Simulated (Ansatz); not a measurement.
The first iterations of a band of CH3S2 (6 atoms, charge -1, multiplicity 1).

Theory: RKS PBE-D4/6-31G* (Ansatz).

```json
{"movable images": "7", "climbing image": "yes", "spring": "5.0 eV/Å²", "optimiser": "quadratic models (default)", "start path": "through a guess of the saddle point", "force threshold": "0.03 eV/Å", "iteration limit": "60", "end points": "relaxed"}
```

Image 0:

```xyz
6
Properties=species:S:1:pos:R:3
S 0.756 0.625 -1.567
C -0.397 0.001 -0.368
S 0.358 -0.704 1.320
H -0.978 -0.882 -0.700
H -1.112 0.758 0.003
H 1.373 0.202 1.311
```

Image 8:

```xyz
6
Properties=species:S:1:pos:R:3
S 0.396 0.540 -2.037
C -0.254 0.096 -0.439
S 1.156 -0.158 0.886
H -0.798 -0.868 -0.422
H -0.899 0.870 0.020
H 0.399 -0.480 1.993
```

| iteration | highest image above the first end (eV) | largest band force component (eV/Å) |
| --- | --- | --- |
| 1 | 1.698 | 12.987 |
| 2 | 0.339 | 4.138 |

**Question.** Does the band converge within its limit, and where does its top end?

**Answer.** The run converged. It ended after 8 iterations with the highest image 0.164 eV above the first end. A vibrational analysis at the climbing image gives one clearly imaginary mode, 207i cm⁻¹: a first-order saddle point. Limits of this set-up: an anion without diffuse functions, the dipole of an ion depends on the origin.

Run time: 73 s on 1 thread of Arm Neoverse V2 (shared host), peak memory 0.1 GiB.
